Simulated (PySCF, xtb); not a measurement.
Li2, SMILES [Li][Li].

GFN2-xTB (xtb) at its own geometry gives an orbital gap of 2.74 eV and a dipole moment of 0.00 D.

The structure is a stationary point at B3LYP-D3(BJ)/def2-TZVPD.

**Question.** What does B3LYP/def2-TZVPD in PySCF give? (Estimate from the structure and the level; the computed values follow.)

**Answer.** gap 2.22 eV (levels -3.65 and -1.44 eV), dipole 0.00 D.
